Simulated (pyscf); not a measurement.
**Four-centre exchange: methane (CH₄) + F–Al(F)–Cl → chloromethane (H₃C–Cl) + F–AlH–F**

Gas phase, singlet surface, charge 0. Bonds broken: C1–H9, Al2–Cl8. Bonds formed: C1–Cl8, Al2–H9. Single points on ωB97X-D3(BJ)/def2-SVP structures (PySCF, gas phase).

Transition state (Å):

```xyz
9

C      0.9735     0.5631     1.3284
Al    -0.4300     0.6428    -1.0721
F     -1.8183     0.8836    -0.1610
F     -0.5323     0.7204    -2.7327
H      1.2046    -0.3963     1.7885
H      1.8066     1.2518     1.1908
H     -0.0139     0.9850     1.5349
Cl     0.5078    -1.2211    -0.3454
H      0.7577     1.5307    -0.3832
```

One imaginary mode, 848i cm⁻¹; descent along it reached the two sides named, in the forms told below.

| bond | change | reactant side (Å) | saddle | product side |
|---|---|---|---|---|
| C1–H9 | breaks | 1.107 | 1.978 | 4.4 |
| Al2–Cl8 | breaks | 2.080 | 2.209 | 2.477 |
| C1–Cl8 | forms | 3.4 | 2.490 | 1.811 |
| Al2–H9 | forms | 2.185 | 1.635 | 1.569 |

Electronic energies relative to the separated reactants (kcal/mol):

```tsv
level	barrier	reaction energy	reverse barrier
ωB97X-D3(BJ)/def2-TZVP	86.7	+53.8	32.9
PBE/def2-TZVP	79.8	+50.8	28.9
r²SCAN/def2-TZVP	82.6	+54.7	27.9
B3LYP-D3(BJ)/def2-TZVP	82.2	+52.1	30.1
PBE0-D3(BJ)/def2-TZVP	84.2	+52.3	32.0
M06-2X/def2-TZVP	87.6	+53.6	34.1
ωB97M-D3(BJ)/def2-TZVP	87.1	+52.6	34.4
HF/def2-TZVP	97.4	+54.2	43.2
```

With ωB97M-D3(BJ)/def2-TZVP energies and thermal terms (ideal gas, 1 atm, RRHO with modes under 100 cm⁻¹ raised to 100, one conformer, R ln 2 for chiral ones without a mode under 150 cm⁻¹), in kcal/mol:

| T (K) | ΔH‡ | ΔG‡ | ΔH | ΔG |
|---|---|---|---|---|
| 298 | 85.2 | 94.7 | +51.0 | +50.0 |
| 600 | 86.0 | 104.1 | +50.9 | +49.1 |
| 900 | 86.9 | 112.9 | +51.1 | +48.2 |
| 1200 | 87.8 | 121.5 | +51.3 | +47.3 |

On the reactant side the descent ends in a complex, 6.8 kcal/mol under the separated species and 93.5 kcal/mol under the saddle at ωB97X-D3(BJ)/def2-TZVP. On the product side the descent ends in an adduct with a Al–Cl contact (not fully relaxed), 16.3 kcal/mol under the separated species and 49.2 kcal/mol under the saddle at ωB97X-D3(BJ)/def2-TZVP. What is counted as broken (Al–Cl) persists as a longer contact in the product adduct; parting that adduct is a step of its own. The same reactants have a lower exit, to H₃C–Al(F)–F + HCl (barrier +39.1 kcal/mol at ωB97M-D3(BJ)/def2-TZVP, against +87.1 kcal/mol here). This is the saddle that the search found; another between the same sides may lie lower.
